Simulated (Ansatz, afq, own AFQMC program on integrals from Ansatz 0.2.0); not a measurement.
Integrals from Ansatz 0.2.0, then the random walk in our own AFQMC program (afq).

```yaml
crystal:
  periodic: [false, false, false]
  atoms:
    - {symbol: N, position_ang: [0.000000, 0.000000, 0.000000]}
    - {symbol: H, position_ang: [1.024021, 0.013755, -0.000070]}
    - {symbol: H, position_ang: [-0.523923, 0.879946, -0.002762]}
    - {symbol: H, position_ang: [-0.500098, -0.893701, 0.002832]}
basis:
  gaussian: {orbitals: cc-pVDZ}
total_charge: 1
magnetization: {spin_polarized: true, initial_magnetization: 3}
correlation: {method: ccsd_t, electrons: outside_noble_gas, hamiltonian_folder: ham}
```

```sh
$ ansatz run in.yaml --threads 1 --pin off --events-out ev --progress --plain --max-ram 1843MiB
```

Options of the walk:

```
--method phaseless --trial cisd --walkers 70 --populations 1 --least-time 40 --time-step 0.005 --steps-per-block 50 --equilibration-blocks 28 --max-blocks 300 --target-error 0.00032 --factor-cut 1e-05 --start spin_pure --seed 6790 --release-times 0.24,0.51,0.99,1.62,2.4 --release-step 0.03 --release-every 4 --taylor-order 6
```

Times are imaginary, in 1/Eh. The walk had a cap of 529 s.

```
orbitals 28  electrons 5 2  factors 210 of 265
reference energy -55.36010900 Eh
CCSD correlation -0.14209373 Eh in 14 cycles, weight of the determinant in the CISD state 0.8916
energy of the start -55.502100 Eh
 block  time / (1/Eh)  mean weight  energy / Eh
     1     0.250  1.0001  -55.502121
     2     0.500  1.0002  -55.502655
     3     0.750  0.9985  -55.503951
     4     1.000  1.0004  -55.503539
     5     1.250  0.9991  -55.507222
     7     1.750  1.0005  -55.507100
     9     2.250  0.9995  -55.504331
    17     4.250  1.0015  -55.506163
    33     8.250  1.0000  -55.507391
    49    12.250  0.9997  -55.508480
    65    16.250  1.0012  -55.508813
    81    20.250  1.0017  -55.509550
    97    24.250  0.9986  -55.511109
   113    28.250  1.0009  -55.507317
   129    32.250  1.0010  -55.507279
   137    34.250  1.0007  -55.501758
   145    36.250  0.9980  -55.505186
   161    40.250  1.0004  -55.511308
   177    44.250  0.9977  -55.508038
   193    48.250  1.0030  -55.510695
   209    52.250  1.0017  -55.506926
   217    54.250  1.0015  -55.517075
   225    56.250  0.9991  -55.506615
   241    60.250  1.0019  -55.506705
   257    64.250  1.0003  -55.506061
   273    68.250  0.9991  -55.510915
   289    72.250  0.9977  -55.508362
   305    76.250  1.0007  -55.508436
   321    80.250  0.9997  -55.505134
blocks merged  error / Eh  count
     1  0.000170  300
     2  0.000207  150
     4  0.000257  75
     8  0.000321  37
    16  0.000357  18
    32  0.000417  9
released: time / (1/Eh)  energy / Eh  error  mean overlap
  0.24  -55.507516  0.000384  1.0006
  0.51  -55.507940  0.000398  0.9982
  0.99  -55.508069  0.000405  0.9920
  1.62  -55.507442  0.000452  1.0007
  2.40  -55.507693  0.000490  0.9973
energy -55.507701 +/- 0.000357 Eh
(rows thinned)
```

Task: Estimate how long the walk took on 1 thread of AMD EPYC 9R45 96-Core Processor (Zen 5), on a shared host.

Result: 94 s of wall time.

The run passed its tests (sampling time, drift between the halves within three errors, error under three times the target), which doesn't prove that it has relaxed.

Against this walk (error 9.7 meV) on the same determinant: CCSD(T) 49.8 meV higher, CCSDT(Q) 5.4 meV lower (within the noise). The error is statistical and leaves out the bias of the constraint. Released to 2.40 1/Eh the energy moves by 0 ± 16 meV (both errors), within twice the noise.

Cautions: constraint bias not in the error; error above the target (9.7 against 8.7 meV); another spin lies lower (by 14.77 eV); strong correlation (T1 0.057, weight of the determinant 0.89, largest double 0.11); the bias of populations of 70 walkers isn't removed.

CCSDT and higher add their correlation energy to the determinant of the CCSD(T) run, since their own runs factorise the integrals more tightly (a shift of under 2 meV). A walk keeps the symmetry of its determinant, which the program's search chose and which needn't be the lowest solution, so a lower state of the same spin and another symmetry isn't excluded.
